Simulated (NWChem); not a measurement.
System: SiH₂ cation, doublet; SMILES of the neutral closed-shell parent [SiH2]

```xyz
3

Si     0.0000     0.0000     0.1781
H      1.2890     0.0000    -0.5704
H     -1.2890     0.0000    -0.5704
```
Atoms are numbered in this order, from 1.

All runs: NWChem. Spin-unrestricted. In the optimisation the excess spin sits in a1 (C2v, its own frame). Geometry: optimised at PBE0-D3(BJ)/def2-TZVP, spin-unrestricted. The spin multiplicity was typed, not searched, and may not be the lowest. No stability test was run on the SCF state. Level: PBE/def2-SVP with SMD (1 M gas to 1 M solution), gas-phase geometry. Reactions with the solvent are ignored.

| solvent | dielectric constant | solvation free energy (kcal/mol) | cavity-dispersion-structure term (kcal/mol) |
|---|---|---|---|
| water | 78.4 | -66.2 | 1.1 |
| 2-propanol | 19.3 | -65.3 | -0.7 |
| ethanol | 24.9 | -66.0 | -0.6 |
| diethyl ether | 4.24 | -52.9 | -0.8 |
